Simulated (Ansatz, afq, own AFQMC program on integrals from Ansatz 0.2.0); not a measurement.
# N, quartet in def2-TZVPP, levels against full CI

A free N atom.

Basis def2-TZVPP. Only valence electrons are correlated. Ansatz 0.2.0 and our own AFQMC program on the same integrals; the CISD trial comes from CCSD amplitudes, and released means the phaseless constraint is let go. Free AFQMC starts from the CCSD state and is never constrained. Its projection time is finite, and what remains of the start isn't in its error. Uncertainties: one standard error, sampling alone.

Determinant: UHF, the one that the program's search chose, which needn't be the lowest solution.

Full CI on the same integrals is exact in this basis and with this determinant's frozen core.

* T1 diagnostic: 0.0063
* weight of the determinant in the CISD state: 0.964
* ⟨S²⟩ of the determinant: 3.758
* size of the correlated space: 5 electrons in 30 orbitals

Reference: full CI, correlation energy -3.091 eV. The released energy is read at 1.50 1/Eh (meV from the phaseless value at times in 1/Eh: -0.7 ± 0.6 at 0.24, -2.0 ± 0.4 at 0.50, -1.3 ± 0.6 at 1.00, -1.0 ± 0.5 at 1.50).

| level | E − E(reference) (kJ/mol) | share of correlation (%) |
| --- | --- | --- |
| HF | 298.2 | 0.00 |
| MP2 | 49.1 | 83.53 |
| CCSD | 6.9 | 97.67 |
| CCSD(T) | 1.0 | 99.66 |
| CCSDT | 0.1 | 99.96 |
| CCSDT(Q) | 0.0 | 100.00 |
| CCSDTQ | 0.0 | 100.00 |
| ph-AFQMC/HF | -0.4 ± 1.1 | 100.15 |
| ph-AFQMC/CISD | 0.1 ± 0.07 | 99.96 |
| released AFQMC | 0.0 ± 0.05 | 99.99 |
| free AFQMC | 0.1 ± 0.07 | 99.98 |

CCSDT and higher add their correlation energy to the determinant of the CCSD(T) run, since their own runs factorise the integrals more tightly (a shift of under 2 meV). Free projections are given only where their last times agree within the noise and don't stop above the reference; a slow remainder of the start can still hide under it. A walk keeps the symmetry of its determinant, which the program's search chose and which needn't be the lowest solution, so a lower state of the same spin and another symmetry isn't excluded. Released energies are given only where the last usable release times agree within the noise; a slower fall can still hide under it.
